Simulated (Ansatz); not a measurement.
# SiCN (quartet): relaxing a cheap start

Where does this start of SiCN (quartet) end when it is relaxed?

Method: UKS PBE0/def2-TZVP; program: Ansatz 0.2.0, Gaussian basis.

### 1 Where the work starts

3 atoms, charge 0, spin multiplicity 4.

Atoms are counted from 1 here; the program's logs count them from 0.

Bond lengths: C1–N2 1.199 Å, N2–Si3 1.690 Å. Angles: C1–N2–Si3 180.0°.

Coordinates:

```xyz
3

C     0.0000    0.0000   -1.3628
N     0.0000    0.0000   -0.1636
Si    0.0000    0.0000    1.5264
```

The start was built by rule and, where that kept it together, relaxed with GFN2-xTB. Sticks and bond lists go by distance. 

### 2 Relaxation

Contents of in.yaml:

```yaml
crystal:
  periodic: [false, false, false]
  atoms:
    - {symbol: C, position_ang: [0.000000, 0.000000, -1.362756]}
    - {symbol: N, position_ang: [0.000000, 0.000000, -0.163647]}
    - {symbol: Si, position_ang: [0.000000, 0.000000, 1.526403]}
basis:
  gaussian: {orbitals: def2-TZVP}
magnetization: {spin_polarized: true, initial_magnetization: 3}
hamiltonian: {xc: pbe0}
relax: {f_tol: 0.004, max_steps: 80}
```

Started as:

```
> ansatz run in.yaml --threads 1 --pin off --events-out ev --progress --plain --max-ram 2176MiB
```

Q: Predict the outcome of this session. Wanted: energy gained; shift from the start; total energy; dipole moment; ⟨S²⟩.

**Answer**, as computed:

```
                  quantity           value
                     steps               5
             energy gained        0.018 eV
shift from the start (rms)         0.009 Å
              total energy  -10393.5068 eV
             dipole moment          2.83 D
                      ⟨S²⟩           3.758
```

In words: The bonds of the start are those of the end. N2–Si3 went from 1.690 to 1.708 Å. No vibrations were run, so this is a stationary point, not a proven minimum, and this spin need not be the ground state's.
